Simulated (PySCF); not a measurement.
Gas-phase reaction: 3 Cl2 + 3 C3H4 (allene) → C6H6 + 3 CH2Cl2

Energies from PySCF, thermal terms from the rigid-rotor harmonic-oscillator model, ideal gas at 1 bar. 'Table' is the NASA 1993 thermochemical table (part measured, part estimated). † marks an energy on the PBE0/def2-TZVP geometry and frequencies; other levels use their own. All species are closed-shell singlets. The harmonic model lacks anharmonicity and excited electronic states, which grow with temperature; levels with a mode under 35 cm⁻¹ are left out.

```
level               ΔH°(298 K), kJ  minus table  ΔG°(1000 K), kJ
------------------  --------------  -----------  ---------------
table                       -776.0            -           -444.8
BLYP/def2-TZVP†             -625.6        150.4           -297.3
HF/def2-TZVP†               -747.6         28.4           -419.3
PBE0/def2-SVP†              -857.0        -81.0           -528.8
PBE0/def2-TZVP              -792.1        -16.1           -463.8
ωB97M-V/def2-TZVP†          -767.1          8.9           -438.8
```
